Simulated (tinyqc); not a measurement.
Coupled-perturbed Hartree-Fock on RHF in the sto-3g basis, for LiH, spin multiplicity 1, step by step. One step of it, computed by the program tinyqc.

Question. Coupled step 2. U_ai = -(mu_ai + sum_bj [4 (ai|bj) - (ab|ij) - (aj|bi)] U_bj) / (e_a - e_i); alpha = -4 sum U_ai mu_ai.

U after step 1, order a3, a4, a5, a6:
```
[[0.000000, 0.000000],
 [-0.059763, -2.767190],
 [0.037365, 1.730094],
 [0.000000, 0.000000]]
```

dipole integrals <a|y|i> (bohr), order a3, a4, a5, a6:
```
[[0.000000, 0.000000],
 [0.175006, 0.832129],
 [-0.109417, -0.520261],
 [0.000000, 0.000000]]
```

orbital energies (hartree): [-2.353316, -0.270953, 0.076484, 0.163656, 0.163656, 0.500253]

Two-electron integrals over orbitals (pq|rs), unique and non-zero (hartree):
```
(11|11) 1.658902    (21|11) -0.105458   (21|21) 0.011794    (22|11) 0.348219
(22|21) 0.004843    (22|22) 0.476053    (31|11) -0.139793   (31|21) 0.010839
(31|22) -0.014158   (31|31) 0.021839    (32|11) 0.017167    (32|21) -0.002980
(32|22) -0.051511   (32|31) 0.000074    (32|32) 0.014946    (33|11) 0.394762
(33|21) -0.010180   (33|22) 0.219365    (33|31) 0.001548    (33|32) 0.009651
(33|33) 0.335809    (41|41) 0.009816    (42|41) 0.007375    (42|42) 0.022580
(43|41) 0.010290    (43|42) 0.019472    (43|43) 0.041276    (44|11) 0.396330
(44|21) -0.004038   (44|22) 0.262204    (44|31) -0.005016   (44|32) 0.007728
(44|33) 0.281507    (44|44) 0.312946    (51|51) 0.009816    (52|51) 0.007375
(52|52) 0.022580    (53|51) 0.010290    (53|52) 0.019472    (53|53) 0.041276
(54|54) 0.016869    (55|11) 0.396330    (55|21) -0.004038   (55|22) 0.262204
(55|31) -0.005016   (55|32) 0.007728    (55|33) 0.281507    (55|44) 0.279207
(55|55) 0.312946    (61|11) 0.062856    (61|21) -0.009426   (61|22) -0.007505
(61|31) -0.003547   (61|32) 0.002187    (61|33) 0.011286    (61|44) 0.001070
(61|55) 0.001070    (61|61) 0.009984    (62|11) -0.057636   (62|21) 0.003341
(62|22) 0.119275    (62|31) 0.002135    (62|32) -0.036846   (62|33) -0.015907
(62|44) -0.023930   (62|55) -0.023930   (62|61) 0.000106    (62|62) 0.125924
(63|11) 0.018681    (63|21) -0.002982   (63|22) -0.052543   (63|31) 0.004237
(63|32) 0.011286    (63|33) 0.035995    (63|44) 0.003772    (63|55) 0.003772
(63|61) 0.004353    (63|62) -0.033677   (63|63) 0.027114    (64|41) -0.006160
(64|42) -0.019423   (64|43) -0.013330   (64|64) 0.019833    (65|51) -0.006160
(65|52) -0.019423   (65|53) -0.013330   (65|65) 0.019833    (66|11) 0.360377
(66|21) 0.002117    (66|22) 0.446262    (66|31) -0.011274   (66|32) -0.045272
(66|33) 0.240309    (66|44) 0.265598    (66|55) 0.265598    (66|61) -0.004089
(66|62) 0.123317    (66|63) -0.044846   (66|66) 0.446132
```

Give: U after step 2; polarisability.

Answer.

U after step 2, order a3, a4, a5, a6:
```
[[0.0000, 0.0000],
 [-0.0495, -3.1492],
 [0.0309, 1.9690],
 [0.0000, 0.0000]]
```

polarisability = 14.6279 bohr^3
